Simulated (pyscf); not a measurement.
`[NH2][Si]([F])([Cl])[Cl]` + `[H][H]` -> `[NH2][SiH]([Cl])[Cl]` + `[FH]` (four-centre exchange; singlet surface; F–Si, H–H broken, H–Si, F–H formed). Structures and frequencies: ωB97X-D3(BJ)/def2-SVP in PySCF. Energies in kcal/mol from the separated reactants.

```
level                   barrier  reaction energy
----------------------  -------  ---------------
r²SCAN/def2-TZVP            ___            +33.5
B3LYP-D3(BJ)/def2-TZVP     56.8            +31.5
PBE0-D3(BJ)/def2-TZVP      52.7            +29.5
M06-2X/def2-TZVP           59.6            +33.2
ωB97M-D3(BJ)/def2-TZVP      ___              ___
HF/def2-TZVP               75.9            +30.2
```

Some entries are withheld; supply them.


- r²SCAN/def2-TZVP, barrier: 53.9
- ωB97M-D3(BJ)/def2-TZVP, barrier: 56.5
- ωB97M-D3(BJ)/def2-TZVP, reaction energy: +31.4

The functionals in the table span 6.9 kcal/mol in this barrier, from PBE0-D3(BJ) to M06-2X. One saddle was located; it need not be the lowest between these sides.
